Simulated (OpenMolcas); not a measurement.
# A workflow on singlet [N2H3]+

Wanted: the energy (UHF/STO-3G), then the energy (CASSCF(2,2)/STO-3G), then a single-point energy (CASPT2(2,2)/STO-3G), then the energy (SC-NEVPT2(2,2)/STO-3G), then a single-point energy (MRCI(2,2)/STO-3G) of singlet [N2H3]+. 

Program for the calculation: OpenMolcas 26.06.

## 1. The structure to begin with

[N2H3]+ has 5 atoms, charge +1, and is taken as a singlet. As SMILES of the parent species, `[NH]N`. The shape is that of a GFN2-xTB optimisation. This is one conformer, not always the lowest. That shape belongs to the parent species and isn't relaxed for this state.

Bond lengths: N1–N2 1.335 Å, N1–H3 1.020 Å, N2–H4 1.011 Å, N2–H5 1.017 Å. Angles: N1–N2–H4 112.8°, N1–N2–H5 121.7°, N2–N1–H3 109.8°, H4–N2–H5 116.1°.

## 2. A single-point energy at UHF/STO-3G (run 1)

File input.xyz:

```xyz
5

N     -0.174970    -0.805480     0.447260
N     -0.126270     0.251970    -0.365880
H      0.751750    -0.989150     0.831090
H     -1.043070     0.577800    -0.638700
H      0.592550     0.964850    -0.273770
```

File step1.inp:

```
>>> EXPORT MOLCAS_PRINT=2

&GATEWAY
  BasLib = $CurrDir
  Coord = input.xyz
  Basis = STO-3G
  Group = NoSym

&SEWARD

&SCF
  UHF
  Charge = 1
  Scramble = 0.25
  PrOrbitals = 1 1
```

The basis set STO-3G is read from a file made from the Basis Set Exchange's data (not shown).

On the command line:

```
export MOLCAS_MEM=1860
pymolcas step1.inp > step1.log
```

Output:

```text
--- Start Module: gateway ---
[...]
--- Stop Module: gateway /rc=_RC_ALL_IS_WELL_ ---
--- Start Module: seward ---
[...]
      Basis functions           13
--- Stop Module: seward /rc=_RC_ALL_IS_WELL_ ---
--- Start Module: scf ---
[...]
       Convergence after  28 Iterations
[...]
::    Total SCF energy                               -108.9143914143
[...]
      Total spin, S                                     0.3789984823
[...]
      Total electronic charge=   16.000000
      Total            charge=    1.000000
[...]
      Dipole Moment (debye):
      Origin of the operator (angstrom)=   -0.1262   -0.2318    0.0341
                   X=  1.5353E+00               Y=  2.6578E+00               Z= -5.8701E-01           Total=  3.1250E+00
      Center of Charge (angstrom)
[...]
--- Stop Module: scf /rc=_RC_ALL_IS_WELL_ ---
[...]
```

It took 1.7 s on 1 thread of AMD EPYC 9R45 (Zen 5), shared host; peak memory 0.37 GiB.

## 3. A single-point energy at CASSCF(2,2)/STO-3G (run 2)

input.xyz is that of step 2.

File step2.inp:

```
&gateway
 baslib = $CurrDir
 coord = input.xyz
 basis = STO-3G
 group = NoSym

&seward

&rasscf
 fileorb = $CurrDir/step1.UnaOrb
 spin = 1
 nactel = 2 0 0
 inactive = 7
 ras2 = 2
 orblisting = Nothing
 orbappear = Compact
```

The basis set STO-3G is read from a file made from the Basis Set Exchange's data (not shown).

On the command line:

```
export MOLCAS_MEM=1860
pymolcas step2.inp > step2.log
```

Output:

```text
--- Start Module: gateway ---
[...]
--- Stop Module: gateway /rc=_RC_ALL_IS_WELL_ ---
--- Start Module: seward ---
[...]
      Basis functions           13
--- Stop Module: seward /rc=_RC_ALL_IS_WELL_ ---
--- Start Module: rasscf ---
[...]
      Number of active orbitals                  2
[...]
      Spin quantum number                      0.0
[...]
      Active orbitals                            2
[...]
      Number of CSFs                             3
[...]
      Number of root(s) required                 1
[...]
      Convergence after 14 iterations
[...]
      printout of CI-coefficients larger than  0.05 for root  1
      energy=    -108.953409
      conf/sym  11     Coeff  Weight
             1  20   0.95707 0.91599
             3  02  -0.28984 0.08401
      Natural orbitals and occupation numbers for root  1
      sym 1:   1.831984   0.168016
      ************************************************************************************************************************
      *                                                    Final results                                                     *
[...]
::    RASSCF root number  1 Total energy:   -108.95340894
[...]
      Total electronic charge=   16.000000
      Total            charge=    1.000000
[...]
      Dipole Moment (debye):
      Origin of the operator (angstrom)=   -0.1262   -0.2318    0.0341
                   X=  1.5212E+00               Y=  2.7217E+00               Z= -5.5528E-01           Total=  3.1670E+00
      Center of Charge (angstrom)
[...]
--- Stop Module: rasscf /rc=_RC_ALL_IS_WELL_ ---
[...]
```

Wall time 1.6 s (1 thread of AMD EPYC 9R45 (Zen 5), shared host); peak memory 0.37 GiB.

## 4. The energy at CASPT2(2,2)/STO-3G (run 3)

input.xyz is that of step 3.

File step3.input:

```
&GATEWAY
BasLib=$CurrDir
Coord=input.xyz
Basis=STO-3G
Group=NoSym
&SEWARD
&RASSCF
FileOrb=$CurrDir/step2.RasOrb
Spin=1
Nactel=2 0 0
Inactive=7
Ras2=2
OrbListing=Nothing
OrbAppear=Compact
&CASPT2
Imaginary=0.1
Frozen=2
```

The basis set STO-3G is read from a file made from the Basis Set Exchange's data (not shown).

On the command line:

```
export MOLCAS_MEM=1860
pymolcas step3.input > step3.log
```

Output:

```text
--- Start Module: gateway ---
[...]
--- Stop Module: gateway /rc=_RC_ALL_IS_WELL_ ---
[...]
      Basis functions           13
[...]
--- Start Module: rasscf ---
[...]
      Number of active orbitals                  2
[...]
      Spin quantum number                      0.0
[...]
      Active orbitals                            2
[...]
      Number of CSFs                             3
[...]
      Number of root(s) required                 1
[...]
      Convergence after  4 iterations
[...]
      printout of CI-coefficients larger than  0.05 for root  1
      energy=    -108.953409
      conf/sym  11     Coeff  Weight
             1  20   0.95707 0.91599
             3  02  -0.28984 0.08401
      Natural orbitals and occupation numbers for root  1
      sym 1:   1.831985   0.168015
      ************************************************************************************************************************
      *                                                    Final results                                                     *
[...]
::    RASSCF root number  1 Total energy:   -108.95340894
[...]
      Total electronic charge=   16.000000
      Total            charge=    1.000000
[...]
      Dipole Moment (debye):
      Origin of the operator (angstrom)=   -0.1262   -0.2318    0.0341
                   X=  1.5212E+00               Y=  2.7217E+00               Z= -5.5528E-01           Total=  3.1670E+00
      Center of Charge (angstrom)
[...]
--- Stop Module: rasscf /rc=_RC_ALL_IS_WELL_ ---
--- Start Module: caspt2 ---
[...]
      E2 (Variational):          -0.0893375826
      Total energy:            -109.0427465257
[...]
      Reference weight:           0.96464
[...]
::    CASPT2 Root  1     Total energy:   -109.04274653
[...]
--- Stop Module: caspt2 /rc=_RC_ALL_IS_WELL_ ---
[...]
```

Wall time 1.4 s (1 thread of AMD EPYC 9R45 (Zen 5), shared host); peak memory 0.37 GiB.

## 5. The energy at SC-NEVPT2(2,2)/STO-3G (run 4)

input.xyz is that of step 4.

File step4.inp:

```
* H3N2 NEVPT2

&GATEWAY
 BasLib=$CurrDir
 Coord=input.xyz
 Basis=STO-3G
 Group=NoSym

&SEWARD

&RASSCF
 FileOrb=$CurrDir/step2.RasOrb
 Spin=1
 Nactel=2 0 0
 Inactive=7
 Ras2=2
 OrbListing=Nothing
 OrbAppear=Compact

&CASPT2
 SC-NEVPT2
 Frozen=2
```

The basis set STO-3G is read from a file made from the Basis Set Exchange's data (not shown).

On the command line:

```
export MOLCAS_MEM=1860
pymolcas step4.inp > step4.log
```

Output:

```text
--- Start Module: gateway ---
[...]
--- Stop Module: gateway /rc=_RC_ALL_IS_WELL_ ---
[...]
      Basis functions           13
[...]
--- Start Module: rasscf ---
[...]
      Number of active orbitals                  2
[...]
      Spin quantum number                      0.0
[...]
      Active orbitals                            2
[...]
      Number of CSFs                             3
[...]
      Number of root(s) required                 1
[...]
      Convergence after  4 iterations
[...]
      printout of CI-coefficients larger than  0.05 for root  1
      energy=    -108.953409
      conf/sym  11     Coeff  Weight
             1  20   0.95707 0.91599
             3  02  -0.28984 0.08401
      Natural orbitals and occupation numbers for root  1
      sym 1:   1.831985   0.168015
      ************************************************************************************************************************
      *                                                    Final results                                                     *
[...]
::    RASSCF root number  1 Total energy:   -108.95340894
[...]
      Total electronic charge=   16.000000
      Total            charge=    1.000000
[...]
      Dipole Moment (debye):
      Origin of the operator (angstrom)=   -0.1262   -0.2318    0.0341
                   X=  1.5212E+00               Y=  2.7217E+00               Z= -5.5528E-01           Total=  3.1670E+00
      Center of Charge (angstrom)
[...]
--- Stop Module: rasscf /rc=_RC_ALL_IS_WELL_ ---
--- Start Module: caspt2 ---
[...]
      E2 (Variational):          -0.0911144272
[...]
      E2 (Variational):          -0.0909290480
      Total energy:            -109.0443379911
[...]
      Reference weight:           0.96319
[...]
::    SC-NEVPT2 Root  1     Total energy:   -109.04433799
[...]
--- Stop Module: caspt2 /rc=_RC_ALL_IS_WELL_ ---
[...]
```

Run time: 1.5 s. Hardware: 1 thread of AMD EPYC 9R45 (Zen 5), shared host; peak memory 0.37 GiB.

## 6. The energy at MRCI(2,2)/STO-3G (run 5)

input.xyz is that of step 5.

File step5.inp:

```
&GATEWAY
 BasLib
 $CurrDir
 Coord
 input.xyz
 Basis
 STO-3G
 Group
 NoSym

&SEWARD

&RASSCF
 FileOrb
 $CurrDir/step2.RasOrb
 Spin
 1
 Nactel
 2 0 0
 Inactive
 7
 Ras2
 2
 OrbListing
 Nothing
 OrbAppear
 Compact

&MOTRA
 LumOrb
 Frozen
 2

&GUGA
 Electrons
 12
 Spin
 1
 Inactive
 5
 Active
 2
 CIAll
 1

&MRCI
 SDCI
```

The basis set STO-3G is read from a file made from the Basis Set Exchange's data (not shown).

On the command line:

```
export MOLCAS_MEM=1860
pymolcas step5.inp > step5.log
```

Output:

```text
--- Start Module: gateway ---
[...]
--- Stop Module: gateway /rc=_RC_ALL_IS_WELL_ ---
[...]
      Basis functions           13
[...]
      Number of active orbitals                  2
[...]
      Spin quantum number                      0.0
[...]
      Active orbitals                            2
[...]
      Number of CSFs                             3
[...]
      Number of root(s) required                 1
[...]
      Convergence after  4 iterations
[...]
      printout of CI-coefficients larger than  0.05 for root  1
      energy=    -108.953409
      conf/sym  11     Coeff  Weight
             1  20   0.95707 0.91599
             3  02  -0.28984 0.08401
      Natural orbitals and occupation numbers for root  1
      sym 1:   1.831985   0.168015
      ************************************************************************************************************************
      *                                                    Final results                                                     *
[...]
::    RASSCF root number  1 Total energy:   -108.95340894
[...]
      Dipole Moment (debye):
      Origin of the operator (angstrom)=   -0.1262   -0.2318    0.0341
                   X=  1.5212E+00               Y=  2.7217E+00               Z= -5.5528E-01           Total=  3.1670E+00
      Center of Charge (angstrom)
[...]
--- Start Module: guga ---
[...]
--- Stop Module: guga /rc=_RC_ALL_IS_WELL_ ---
[...]
       (But an ACPF correction will be computed)
       USE THE DEFAULT ACPF G-VALUE GFAC=  0.16666666666666666
[...]
                      CI ENERGY:  -109.06553261
[...]
                ACPF CORRECTION:    -0.00567918
[...]
      Total electronic charge=   16.000000
      Total            charge=    1.000000
[...]
     ACPF CORRECTION:     -0.00567918
[...]
  CI State   1     Total energy:   -109.06553261     QDav:     -0.00688476     QACPF:     -0.00567918
[...]
```

Run time: 1.5 s. Hardware: 1 thread of AMD EPYC 9R45 (Zen 5), shared host; peak memory 0.37 GiB.

## 7. Outcome

| quantity | value |
| --- | --- |
| run 1, UHF/STO-3G: total energy | -108.91439 Eh |
| run 1, UHF/STO-3G: HOMO energy | -20.05 eV |
| run 1, UHF/STO-3G: LUMO energy | -4.65 eV |
| run 1, UHF/STO-3G: HOMO–LUMO gap | 15.40 eV |
| run 1, UHF/STO-3G: ⟨S²⟩ | 0.523 |
| run 2, CASSCF(2,2)/STO-3G: total energy | -108.95341 Eh |
| run 3, CASPT2(2,2)/STO-3G: total energy | -109.04275 Eh |
| run 4, SC-NEVPT2(2,2)/STO-3G: total energy | -109.04434 Eh |
| run 5, MRCI(2,2)/STO-3G: total energy | -109.06553 Eh |

In words: ⟨S²⟩ (run 1, UHF/STO-3G) is 0.52 where a pure singlet has 0.00: the reference is spin-contaminated. Mulliken charges (run 1, UHF/STO-3G) run from -0.09 on N2 to +0.38 on H4. Mulliken charges (run 4, SC-NEVPT2(2,2)/STO-3G) of the CASSCF density run from -0.09 on N2 to +0.38 on H4. Mulliken charges (run 5, MRCI(2,2)/STO-3G) of the CASSCF density run from -0.09 on N2 to +0.38 on H4.
